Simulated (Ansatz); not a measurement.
C5H10O: where a starting geometry ends

The starting geometry of this gas-phase singlet was optimised with GFN2-xTB; its bonds are those of `CC[C@@H](C)C=O`.

```xyz
16

C     0.0745   -1.7442    1.3549
C     0.4369   -0.8539    0.1725
C     0.3864    0.6313    0.5359
C     1.0404    1.5045   -0.5425
C    -1.0262    1.1234    0.7206
O    -2.0283    0.5111    0.4876
H    -0.9391   -1.5380    1.6881
H     0.1348   -2.7917    1.0704
H     0.7553   -1.5753    2.1877
H    -0.2622   -1.0375   -0.6453
H     1.4415   -1.1016   -0.1767
H     0.9150    0.7996    1.4818
H     0.9899    2.5569   -0.2719
H     2.0849    1.2288   -0.6632
H     0.5349    1.3660   -1.4954
H    -1.0711    2.1713    1.0860
```

Question: Predict what it relaxes into with PBE-D3(BJ)/def2-SVP.

Answer: It keeps its bonds, and is `CC[C@@H](C)C=O`.

The energy falls by 0.11 eV over 9 steps:

```csv
step,E − E(last) (eV)
1,0.110
2,0.012
3,0.001
4,0.001
5,0.000
6,0.000
7,0.000
8,0.000
9,0.000
```

Final geometry (Å):

```yaml
atoms:
  - { symbol: C, position_ang: [0.0598, -1.7762, 1.3510] }
  - { symbol: C, position_ang: [0.4372, -0.8599, 0.1856] }
  - { symbol: C, position_ang: [0.3857, 0.6362, 0.5184] }
  - { symbol: C, position_ang: [1.0471, 1.5178, -0.5585] }
  - { symbol: C, position_ang: [-1.0283, 1.1460, 0.7494] }
  - { symbol: O, position_ang: [-2.0475, 0.5034, 0.5967] }
  - { symbol: H, position_ang: [-0.9828, -1.5949, 1.6767] }
  - { symbol: H, position_ang: [0.1414, -2.8435, 1.0633] }
  - { symbol: H, position_ang: [0.7267, -1.6151, 2.2241] }
  - { symbol: H, position_ang: [-0.2430, -1.0470, -0.6733] }
  - { symbol: H, position_ang: [1.4619, -1.1032, -0.1689] }
  - { symbol: H, position_ang: [0.9246, 0.8265, 1.4789] }
  - { symbol: H, position_ang: [0.9619, 2.5979, -0.3196] }
  - { symbol: H, position_ang: [2.1241, 1.2759, -0.6518] }
  - { symbol: H, position_ang: [0.5730, 1.3501, -1.5474] }
  - { symbol: H, position_ang: [-1.0742, 2.2364, 1.0659] }
```

No frequencies were run, so the end isn't proven a minimum. Run with Ansatz 0.2.0, 47 s on 2 threads of Intel(R) Xeon(R) Processor @ 2.50GHz (Skylake/Cascade Lake), with other jobs on the host.
